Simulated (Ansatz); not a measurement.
**Structure relaxation of B₆As**

Theory: DFT r2SCAN, scalar-relativistic, plane waves, PAW (Ansatz 0.2.0).

The start is a database structure of B₆As, space group R-3m (No. 166).

The final relaxation ran on this input, with the default PAW datasets:

```yaml
crystal:
  lattice:
    - [3.0684222178, 1.7715543935, 3.9649353976]
    - [-3.0684222178, 1.7715543935, 3.9649353976]
    - [0.0, -3.5431087869, 3.9649353976]
  atoms:
    - { symbol: B, position: [0.01528972, 0.01528972, 0.32487848] }
    - { symbol: B, position: [0.01528972, 0.32487848, 0.01528972] }
    - { symbol: B, position: [0.8218557, 0.27248649, 0.8218557] }
    - { symbol: B, position: [0.8218557, 0.8218557, 0.27248649] }
    - { symbol: B, position: [0.27248649, 0.8218557, 0.8218557] }
    - { symbol: B, position: [0.72751351, 0.1781443, 0.1781443] }
    - { symbol: B, position: [0.1781443, 0.72751351, 0.1781443] }
    - { symbol: B, position: [0.1781443, 0.1781443, 0.72751351] }
    - { symbol: B, position: [0.98471028, 0.67512152, 0.98471028] }
    - { symbol: B, position: [0.98471028, 0.98471028, 0.67512152] }
    - { symbol: B, position: [0.67512152, 0.98471028, 0.98471028] }
    - { symbol: B, position: [0.32487848, 0.01528972, 0.01528972] }
    - { symbol: As, position: [0.60055235, 0.60055235, 0.60055235] }
    - { symbol: As, position: [0.39944765, 0.39944765, 0.39944765] }
basis:
  ecutwfc: 500
kpoints:
  mp_grid: { grid: [6, 6, 6] }
hamiltonian:
  xc: r2scan
scf:
  occupations: { method: gaussian, width: 0.02 }
output:
  forces: true
  stress: true
  eigenvalues: true
relax:
  adjacent_minimum: "off"
  f_tol: 0.01
  max_steps: 80
  cell: { stress_tol: 0.05 }
```

Launched as:

```bash
ansatz run input.yaml --threads 1 --pin off --max-ram 2560MiB --backend cpu --events-out ev --progress --plain --runs-dir out
```

Time: 85 s on 1 thread of Intel(R) Xeon(R) Platinum 8375C CPU @ 2.90GHz (Ice Lake), with other jobs on the host, peak memory 0.81 GiB.

The program printed at the end:

```
SCF converged after 5 iterations
Free energy (F): -11610.742924 eV
Harris-Foulkes:  -11610.742924 eV  (|F-HF|=5.46e-12)
Internal energy: -11610.742924 eV  (E = F + TS)
E sigma→0 (E₀):  -11610.742924 eV
Fermi energy:    9.731976 eV
--- Per-component energies (eV) ---
  E_band       = -420.364222
  E_kinetic    = 801.476642
  E_local      = -4296.949183  (includes V_loc(G=0)·N_el)
  E_nonlocal   = -1205.403918
  E_hartree    = 2256.786556
  E_xc         = -528.563321
  E_vxc        = -668.310370  (∫ρ·V_xc dr)
  E_paw        = -4658.232334  (= ΣΔE_a)
  E_vpaw       = 403.074675  (= ΣTr[D̂ρ^β])
  E_aug_tail   = -0.000031  (compensation charges beyond the density's cutoff)
  E_vtau       = 32.174885  (kinetic-family band-sum trace: ∫τ·v_τ [+ j·A + Jᵃ·Aᵃ] dr)
  E_ewald      = -3976.721215
  E_core_change = -3.136120  (= ΣΔE_core)
  E_smearing   =  0.000000  (= −TS)
  E_closure    = 0.000000  (closes the sum)
  Σ components = -11610.742924   (vs F -11610.742924, Δ=0.00e0)
--- Forces (eV/Å), atoms counted from 1 ---
  atom   1  B      0.00000000    -0.00157380    -0.00349003
  atom   2  B     -0.00136295     0.00078690    -0.00349003
  atom   3  B      0.00248901    -0.00143703     0.00073697
  atom   4  B      0.00000000     0.00287406     0.00073697
  atom   5  B     -0.00248901    -0.00143703     0.00073697
  atom   6  B      0.00248901     0.00143703    -0.00073697
  atom   7  B     -0.00248901     0.00143703    -0.00073697
  atom   8  B      0.00000000    -0.00287406    -0.00073697
  atom   9  B      0.00136295    -0.00078690     0.00349003
  atom  10  B      0.00000000     0.00157380     0.00349003
  atom  11  B     -0.00136295    -0.00078690     0.00349003
  atom  12  B      0.00136295     0.00078690    -0.00349003
  atom  13  As     0.00000000     0.00000000     0.00495031
  atom  14  As     0.00000000     0.00000000    -0.00495031
  max |Σ_I F_I| component: 1.21e-17 eV/Å
--- Stress (GPa, compression-positive) ---
       -0.006649       0.000000       0.000000
        0.000000      -0.006649       0.000000
        0.000000       0.000000       0.011453
  P = ⅓ Tr σ = -0.0006 GPa (-0.006 kbar)
--- Relaxed structure (3 steps of the walk, 3 accepted, 1 SCFs on fresh bases) ---
  F+E_penalty+E_count = -11610.74292362 eV   max|allowed force component| = 4.950e-3 eV/Å   (the final SCF, on the basis selected at the relaxed cell)
  cell:  # Å, volume = 129.1326 Å³
    - [3.066128, 1.770230, 3.965196]
    - [-3.066128, 1.770230, 3.965196]
    - [0.000000, -3.540460, 3.965196]
  atoms:
    - { symbol: B, position: [0.015102, 0.015102, 0.324940] }
    - { symbol: B, position: [0.015102, 0.324940, 0.015102] }
    - { symbol: B, position: [0.821738, 0.272746, 0.821738] }
    - { symbol: B, position: [0.821738, 0.821738, 0.272746] }
    - { symbol: B, position: [0.272746, 0.821738, 0.821738] }
    - { symbol: B, position: [0.727254, 0.178262, 0.178262] }
    - { symbol: B, position: [0.178262, 0.727254, 0.178262] }
    - { symbol: B, position: [0.178262, 0.178262, 0.727254] }
    - { symbol: B, position: [0.984898, 0.675060, 0.984898] }
    - { symbol: B, position: [0.984898, 0.984898, 0.675060] }
    - { symbol: B, position: [0.675060, 0.984898, 0.984898] }
    - { symbol: B, position: [0.324940, 0.015102, 0.015102] }
    - { symbol: As, position: [0.600355, 0.600355, 0.600355] }
    - { symbol: As, position: [0.399645, 0.399645, 0.399645] }
```

Total energies depend on the potentials used, so only differences within one code and one set of settings carry meaning.

The result has space group R-3m (No. 166). Around B on Wyckoff site h (6 atoms of the primitive cell) lie 6 B at 1.77–1.90 Å; B on Wyckoff site h (6 atoms of the primitive cell) is coordinated by 5 B at 1.73–1.81 Å and 1 As at 2.00 Å; As has 3 B at 2.00 Å and 1 As at 2.39 Å.

Against the elements it lies at -0.209 eV/atom. The zero of energy is the elements' standard structures at the same level; no fitted shifts are applied.

Symmetry constrained the relaxation, so the result can be a saddle point.